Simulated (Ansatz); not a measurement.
Basis-set series for C$_{3}$H$_{4}$O$_{2}$ (`C=CC(=O)O`). The species carries charge 0 and has multiplicity 1. The geometry is a stationary point of PBE0-D4/def2-TZVP. It is one conformer, not always the lowest.

Z-matrix (Å, degrees):
```
C
C 1 1.327
H 1 1.084 2 121.1
H 1 1.083 2 121.2 3 -180.0
C 2 1.474 1 124.1 3 180.0
H 2 1.083 1 122.2 3 -0.0
O 5 1.345 2 113.8 1 0.0
O 5 1.204 2 123.7 1 -180.0
H 7 0.967 5 106.1 2 -180.0
```

```csv
functional,basis,functions,energy (Eh),HOMO (eV),LUMO (eV)
PBE0-D4,def2-SVP,90,-266.67485,-8.02,-1.34
PBE0-D4,def2-TZVPP,211,-266.98250,-8.20,-1.54
ωB97M-V,def2-SVP,90,-266.87034,-10.46,0.93
ωB97M-V,def2-TZVPP,211,-267.18856,-10.66,0.65
```

Problem. Give the rows for def2-QZVPP. (Estimate.)

Solution. Computed: 
| functional | basis | functions | energy (Eh) | HOMO (eV) | LUMO (eV) |
| --- | --- | --- | --- | --- | --- |
| PBE0-D4 | def2-QZVPP | 405 | -266.99685 | -8.25 | -1.59 |
| ωB97M-V | def2-QZVPP | 405 | -267.20222 | -10.70 | 0.57 |

Positive LUMOs are unbound and depend on the basis.
